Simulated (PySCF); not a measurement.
Species: SiH2Me(SiH3) (`C[SiH2][SiH3]`). The columns A, B, C and D hold Mulliken, IAO, Hirshfeld and ESP-fitted charges (e) of one PBE0/pcSseg-1 density (PySCF), in a shuffled order. Coordinates in Å (PBE0-D3(BJ)/def2-SVP); the density's dipole moment is (-0.19, 0.82, -0.13) D.

```csv
atom,x,y,z,A,B,C,D
Si1,0.698,0.177,0.494,+0.252,+0.459,+0.297,+0.469
H2,0.725,0.153,1.992,-0.080,-0.133,-0.059,-0.107
H3,2.118,0.164,0.017,-0.081,-0.131,-0.059,-0.107
C4,-0.187,1.723,-0.124,-0.206,-0.517,-0.623,-0.697
H5,0.299,2.631,0.265,+0.046,+0.138,+0.152,+0.158
H6,-1.238,1.729,0.203,+0.045,+0.131,+0.148,+0.155
H7,-0.168,1.767,-1.223,+0.045,+0.130,+0.149,+0.155
Si8,-0.376,-1.764,-0.274,+0.204,+0.076,+0.186,+0.258
H9,-1.769,-1.831,0.271,-0.076,-0.049,-0.066,-0.096
H10,0.358,-2.998,0.147,-0.073,-0.055,-0.060,-0.092
H11,-0.462,-1.749,-1.768,-0.076,-0.049,-0.066,-0.096
```

**Question.** Which column most likely holds the ESP-fitted charges?

**Answer.** B. Σ q r misses the density's dipole by 0.02 D (B), 0.53 D (A), 1.09 D (C), 1.14 D (D). Charges fitted to the outside potential are the only set here that is tied to the molecule's multipoles.

**Question.** And the Hirshfeld charges?

**Answer.** A. The mean sizes are 0.108 e (A), 0.170 e (C), 0.170 e (B), 0.217 e (D), and Hirshfeld charges are commonly the smallest of these schemes.

As computed, A = Hirshfeld, B = ESP-fitted, C = Mulliken, D = IAO. Hydrogens on carbon: Hirshfeld +0.04 to +0.05, ESP-fitted +0.13 to +0.14, Mulliken +0.15 to +0.15, IAO +0.15 to +0.16 e.

The Mulliken scheme counts on each atom the diagonal of the density matrix times the overlap matrix over that atom's basis functions. The IAO scheme projects the occupied orbitals on a minimal set of polarised atomic orbitals and counts the electrons in each atom's part of it.

Geometry: PBE0-D3(BJ)/def2-SVP; no solvent, vibrations or thermal averaging.
